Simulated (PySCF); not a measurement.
Does the answer move with the share of exact exchange?

Compound: 2,2,2-trifluoroethylamine, C₂H₄F₃N.
SMILES: `NCC(F)(F)F`

Torsions of this conformer, `[NH2:1][CH2:2][C:3]([F:4])([F:5])[F:6]`: N1–C2–C3–F4 57°, H–N1–C2–C3 170°, H–N1–C2–C3 -70°.

PySCF, pcSseg-2 basis, density fitting, gas phase, PBE0-D3(BJ)/def2-SVP geometry. One functional is left out:

```
functional  exact exchange (%)  HOMO energy (eV)  LUMO energy (eV)  dipole moment (D)
     B97-D                   0             -6.11             -0.28              2.965
     B3LYP                  20             -7.42             -0.03              3.114
     B97-2                  21             -7.37              0.35              3.079
  mPW1PW91                  25             -7.68              0.29              3.109
 BHandHLYP                  50             -9.16              0.79              3.259
```

Question: Predict the row of PBE0 (25 % exact exchange) by straight lines through the other rows, and check it.

Answer: 
```tsv
property	line	computed	computed − line	mPW1PW91 (25 %), for comparison
HOMO energy (eV)	-7.66	-7.65	+0.01	-7.68
LUMO energy (eV)	0.26	0.32	+0.06	0.29
dipole moment (D)	3.116	3.106	-0.010	3.109
```

Question: Which of these properties follows the share of exact exchange most closely, and which least?

Answer: Most closely the HOMO energy, least the LUMO energy; the correlations over the tabulated rows are HOMO energy -0.999, dipole moment 0.989, LUMO energy 0.949. The HOMO energy moves by -0.609 eV for every 10 %. Functionals with the same share still differ in their other parts.
